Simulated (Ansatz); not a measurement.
Two isomers of C4H5N: A = `C/C=C\C#N`, B = `CC1=NC=C1`.

Isolated molecules relaxed with PBE0-D4/def2-TZVP in Ansatz; ΔE leaves out vibrations. CCSD(T)/CBS is the MP2 limit (def2-TZVPP, def2-QZVPP) plus CCSD(T) − MP2 in def2-TZVPP, frozen cores. This one scheme is used for every species. DFT in def2-TZVPP. B3LYP here is the variant with VWN-RPA as its local correlation; programs differ in this.

Problem. Which isomer does CCSD(T)/CBS put lower? Give the gap. (An estimate is asked.)

Solution. The calculation gave: A, by 254.8 kJ/mol.

Problem. Give E(B) − E(A) in kJ/mol with PBE0-D4, HF/def2-TZVPP, B3LYP, B3LYP-D4, LDA (SPW92), BLYP-D4, CCSD(T)/def2-TZVPP. (Best estimate.)

Solution. Computed: PBE0-D4 249.6, HF/def2-TZVPP 297.2, B3LYP 272.8, B3LYP-D4 272.7, LDA (SPW92) 227.6, BLYP-D4 272.7, CCSD(T)/def2-TZVPP 259.9. None reverses the order clearly.

Problem. Does the order hold for the free energy at 298.15 K (harmonic terms from PBE0-D4)? (Estimate.)

Solution. Computed: Yes: G(B) − G(A) = +254.1 kJ/mol.

Largest T1 diagnostic: 0.019.

Leaving LDA and LC-ωPBE aside and taking each functional with its dispersion term where it has one, the values, not all of them listed here, spread over 30.6 kJ/mol, from PBE-D4 to BHLYP-D4. LDA lies −19.5 kJ/mol from PBE without D4. In def2-TZVPP, CCSD(T) changes the Hartree–Fock value by −37.3 kJ/mol (the triples alone add −6.2 kJ/mol) and MP2 by −22.4 kJ/mol.
